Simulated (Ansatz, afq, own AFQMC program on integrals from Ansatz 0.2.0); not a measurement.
# Where AFQMC and coupled cluster stand for Al2H, doublet

```xyz
3

Al    0.0000    0.0000    0.3526
Al    0.0000    0.0000   -2.3244
H     0.0000    0.0000    1.9718
```

Connectivity, by distances: AlH–Al.

Basis cc-pVDZ. Only valence electrons are correlated. Ansatz 0.2.0 and our own AFQMC program on the same integrals; the CISD trial comes from CCSD amplitudes, and released means the phaseless constraint is let go. Free projection: walkers drawn from exp(T), propagated without any constraint. Its projection time is finite, and what remains of the start isn't in its error. ± is one standard error of the sampling.

Determinant: UHF, the one that the program's search chose, which needn't be the lowest solution. The geometry is a PBE0/def2-TZVP stationary point of this or a neighbouring charge and spin state.

No full CI on the walks' own integrals is used here; CCSDT(Q) serves as the reference and is uncertain by about the last step of the cluster series.

Cautions: an unrestricted solution with more broken spin lies lower (36 meV, ⟨S²⟩ 1.10).

```
T1 diagnostic                               : 0.0275
weight of the determinant in the CISD state : 0.857
⟨S²⟩ of the determinant                     : 0.780
size of the correlated space                : 7 electrons in 31 orbitals
```

```
  level  correlation energy (eV)
    MP2                  -2.5561
   CCSD                  -3.4793
CCSD(T)                  -3.6041
```

Question: Estimate where free-projection AFQMC lies against CCSD(T) on the same integrals.

Answer: 1.70 ± 0.35 mEh below CCSD(T).

Reference: CCSDT(Q), correlation energy -3.654 eV. The released energy is read at 2.40 1/Eh (meV from the phaseless value at times in 1/Eh: -8 ± 11 at 0.24, -13 ± 8 at 0.51, -21 ± 7 at 0.99, -41 ± 8 at 1.62, -34 ± 8 at 2.40).

```tsv
level	E − E(reference) (mEh)	share of correlation (%)
CCSD(T)	1.85	98.62
CCSDT	0.27	99.80
ph-AFQMC/CISD	1.76 ± 0.38	98.69
released AFQMC	0.53 ± 0.30	99.61
free AFQMC	0.15 ± 0.35	99.89
```

Free projections are given only where their last times agree within the noise and don't stop above the reference; a slow remainder of the start can still hide under it. A walk keeps the symmetry of its determinant, which the program's search chose and which needn't be the lowest solution, so a lower state of the same spin and another symmetry isn't excluded. Released energies are given only where the last usable release times agree within the noise; a slower fall can still hide under it.
